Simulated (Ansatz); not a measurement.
Results of PBEsol (plane waves, PAW; Ansatz, an electronic-structure program) for bcc Rb.

Run with plane-wave cutoff 520 eV, 18×18×18 k mesh, Fermi–Dirac smearing 0.1 eV, perturbation theory, force constants from a 6×6×6 q mesh, scalar-relativistic PAW data made under PBE.

### Question
Estimate the zero-point energy that the calculation returns.

### Answer

- zero-point energy = 0.006 eV/atom
